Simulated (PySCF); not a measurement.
# BHClO (SMILES O[B]Cl) at ROCCSD(T)/STO-6G

What is the vertical doublet–quartet gap of BHClO at ROCCSD(T)/STO-6G? Input form: a Python script.

The results are computed with PySCF 2.14.0.

6 further runs of the same task are left out: 6 set aside as unsound or not needed.

**1. The structure to begin with**

BHClO has 4 atoms, charge 0, and is taken as a doublet. As SMILES, `O[B]Cl`. The shape is that of a PBE0-D4/def2-TZVP optimisation.

Bond lengths: O1–B2 1.334 Å, B2–Cl3 1.740 Å, O1–H4 0.961 Å. Angles: O1–B2–Cl3 122.2°, B2–O1–H4 113.5°.

**2. The energy at ROCCSD(T)/STO-6G**

The input, job.py:

```python
from pyscf import gto, scf, cc

mol = gto.M(
    atom='''
O    0.545600   0.191100  -0.589300
B   -0.429900   0.065600   0.312600
Cl  -0.557200  -1.323200   1.352900
H    0.497000   1.006200  -1.096500
''',
    verbose=4,
    max_memory=1860,
    basis='sto-6g',
    spin=1,
    charge=0,
)

mf = scf.ROHF(mol)
mf.conv_tol = 1e-10
mf.kernel()
if not mf.converged:
    mf = mf.newton().run(mf.mo_coeff, mf.mo_occ)

mycc = cc.CCSD(mf, frozen=7)
mycc.kernel()
e_t = mycc.ccsd_t()
e_tot = mycc.e_tot + e_t
print('E = %.10f Eh' % e_tot)
```

Run with:

```console
$ OMP_NUM_THREADS=1 python job.py
```

What it wrote:

```text
PySCF version 2.14.0

[INPUT] num. atoms = 4
[INPUT] num. electrons = 31
[INPUT] charge = 0
[INPUT] spin (= nelec alpha-beta = 2S) = 1
[INPUT] symmetry False subgroup None
[INPUT] Mole.unit = angstrom
[INPUT] Symbol           X                Y                Z      unit          X                Y                Z       unit  Magmom
[INPUT]  1 O      0.545600000000   0.191100000000  -0.589300000000 AA    1.031034573563   0.361126662404  -1.113615605206 Bohr   0.0
[INPUT]  2 B     -0.429900000000   0.065600000000   0.312600000000 AA   -0.812393260951   0.123966033771   0.590728386539 Bohr   0.0
[INPUT]  3 Cl    -0.557200000000  -1.323200000000   1.352900000000 AA   -1.052955396608  -2.500485608024   2.556610473924 Bohr   0.0
[INPUT]  4 H      0.497000000000   1.006200000000  -1.096500000000 AA    0.939193883909   1.901442426537  -2.072084695586 Bohr   0.0

[... 46 lines left out ...]
converged SCF energy = -557.758191190083
[... 1 line left out ...]
WARN: RCCSD method does not support ROHF method. ROHF object is converted to UHF object and UCCSD method is called.
[... 12 lines left out ...]
Init t2, MP2 energy = -0.0761305561070049
[... 14 lines left out ...]
UCCSD converged
[... 2 lines left out ...]
E = -557.8564858655 Eh
```

Wall time 0.94 s (1 thread of Intel Xeon Platinum 8488C (Sapphire Rapids), shared host); peak memory 0.12 GiB.

**3. The quartet**

The input, job.py:

```python
from pyscf import gto, cc

mol = gto.M(
    atom='O 0.545600 0.191100 -0.589300; B -0.429900 0.065600 0.312600; Cl -0.557200 -1.323200 1.352900; H 0.497000 1.006200 -1.096500',
    basis='sto-6g',
    spin=3,
    verbose=3,
    max_memory=1860,
)

myscf = mol.ROHF()
myscf.conv_tol = 1e-10
myscf.kernel()
if not myscf.converged:
    myscf = myscf.newton().run(myscf.mo_coeff, myscf.mo_occ)

mycc = cc.CCSD(myscf, frozen=7)
mycc.kernel()
e_t = mycc.ccsd_t()
etot = mycc.e_tot + e_t
print(f'total energy: {etot:.8f} hartree')
```

Run with:

```console
$ OMP_NUM_THREADS=1 python job.py
```

What it wrote:

```text
SCF not converged.
SCF energy = -557.511018559876
converged SCF energy = -557.514316159673

WARN: RCCSD method does not support ROHF method. ROHF object is converted to UHF object and UCCSD method is called.

E(UCCSD) = -557.5735577959377  E_corr = -0.05924163626483829
UCCSD(T) correction = -0.00114788925290209
total energy: -557.57470569 hartree
```

It took 1.8 s on 1 thread of Intel Xeon Platinum 8488C (Sapphire Rapids), shared host; peak memory 0.12 GiB.

**4. Outcome**

Level: ROCCSD(T)/STO-6G, 7 core orbitals frozen.

```
                                            quantity          value
                               doublet: total energy  -557.85649 Eh
       doublet: dipole moment (Hartree–Fock density)         3.45 D
doublet: correlation energy (7 core orbitals frozen)      -98.3 mEh
                             doublet: (T) correction      -4.35 mEh
          doublet: ⟨S²⟩ of the reference determinant          0.750
                              doublet: T1 diagnostic          0.020
                               quartet: total energy  -557.57471 Eh
       quartet: dipole moment (Hartree–Fock density)         6.78 D
quartet: correlation energy (7 core orbitals frozen)      -60.4 mEh
                             quartet: (T) correction      -1.15 mEh
          quartet: ⟨S²⟩ of the reference determinant          3.750
                              quartet: T1 diagnostic          0.030
    vertical energy of the quartet above the doublet       7.668 eV
```

**Reading.** At this shape the quartet lies 7.67 eV (740 kJ/mol) above the doublet. In a minimal basis such a difference can be off by several eV, whatever the method. The triples (doublet) make up 4.4 % of the correlation energy. Mulliken charges (quartet) of the mean-field density run from -0.35 on Cl3 to +0.36 on H4; they depend strongly on the basis. The triples (quartet) make up 1.9 % of the correlation energy.
